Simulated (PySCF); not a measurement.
# C4H6NS: the cost of one run

The runs use PySCF 2.14.0, with density-fitted response routines of our own; the level of theory stands in each step. All values are computed, except where a source is named. Atoms count from 0, in the outputs and in this text.

### 1 The molecule as given

12 atoms, charge 1, multiplicity 1; geometry from: GFN2-xTB.

Bonds of the start (Å): C0–N1 1.44, N1–C2 1.36, C2–C3 1.35, C3–S4 1.72, S4–C5 1.69, C5–N1 1.32, C0–H6 1.09, C0–H7 1.09, C0–H8 1.09, C2–H9 1.07, C3–H10 1.07, C5–H11 1.08.

### 2 Relaxing the molecule at PBE0-D3(BJ)/def2-SVP

Job settings and geometry (Å):

```
{"job": {"xc": "PBE0", "basis": "def2-SVP", "d3": "d3bj", "grid": 1, "kind": "geom"}, "charge": 1, "multiplicity": 1}
C     -1.650140    -0.169810     0.024990
N     -0.234390     0.103570    -0.000210
C      0.718310    -0.863860     0.093690
C      1.977880    -0.371630     0.020790
S      1.962430     1.332430    -0.172930
C      0.276150     1.314610    -0.147160
H     -2.188120     0.662780     0.474360
H     -2.023020    -0.317180    -0.990600
H     -1.843320    -1.073250     0.599690
H      0.441670    -1.895530     0.212470
H      2.897540    -0.919650     0.074700
H     -0.332580     2.196160    -0.241850
```

Launch:

```console
> OMP_NUM_THREADS=1 python probes_run.py task.json out
```

The driver reads the jobs from task.json and runs them one after another.

**Question.** How long does this first job take on 1 thread of Intel Xeon Platinum 8259CL at 2.50GHz, shared host, and how much memory does it need?

About 87 s, with a peak of 0.51 GiB.
